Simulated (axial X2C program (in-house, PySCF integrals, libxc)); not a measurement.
Working with the constants of NaB⁺

A bond curve at the CCSD(T) level, with spin–orbit coupling, was computed with an in-house relativistic program for diatomic molecules (basis Na dyall-cv3z [9s8p5d2f], B dyall-v3z [7s6p2d1f] (cores contracted in-house)) for the state Ω = 1/2 (⟨Sz⟩ = 0.50, ⟨Lz⟩ = 0.00 at HF). Its fit gives Re = 2.8537 Å, ωe = 208.3 cm⁻¹, ωexe = 2.74 cm⁻¹ and αe = 4.994e-03 cm⁻¹; the masses are 22.9898 and 11.0093 u. Two-component means X2C with spin–orbit coupling and atomic mean-field Coulomb and Gaunt terms.

Correlated methods: 11 electrons correlated (number of frozen shells: Na 1 s; B 1 s), 199 virtual spin orbitals or spinors in MP2, 90 natural virtuals in coupled cluster.

Find the reduced mass, Be and the force constant.

From the CCSD(T) values: μ = 7.4444 u. Be = 16.8576/(μ Re²) = 0.2781 cm⁻¹. k = 5.8918×10⁻⁷ μ ωe² = 0.19 mdyn/Å.

A Morse curve ties αe to the other constants (Pekeris). How well does that hold?

αe(Morse) = 6Be²/ωe × (√(ωexe/Be) − 1) = 4.764e-03 cm⁻¹; the CCSD(T) curve gives 4.994e-03 cm⁻¹, a ratio of 0.95.

Where do the fundamental and the first overtone lie?

ν(1←0) = ωe − 2ωexe = 202.8 cm⁻¹; ν(2←0) = 2ωe − 6ωexe = 400.2 cm⁻¹.

Estimate the centrifugal constant by the Kratzer relation.

D = 4Be³/ωe² = 1.98e-06 cm⁻¹.

Estimate De from a Morse curve and compare with the computed well depth of 0.548 eV to Na+ + B.

De(Morse) = ωe²/(4ωexe) = 0.491 eV against 0.548 eV computed, a ratio of 0.90. For De the Morse form works well here.

The state is a single determinant with fixed occupations, the lowest that a limited PBE0 search found. Dissociation energies refer to the lowest single-determinant-based atoms at the same level and basis. Coupled cluster ran in a truncated set of natural virtual spinors; the MP2 energy of the rest was added. (T) has no such correction and the atoms are truncated less, which lowers De at CCSD(T) by a hundredth of an eV or more. The 2c atoms are single determinants rather than J levels; their spin–orbit lowering is only partly caught, and De is too large by that part. This holds for CCSD(T).
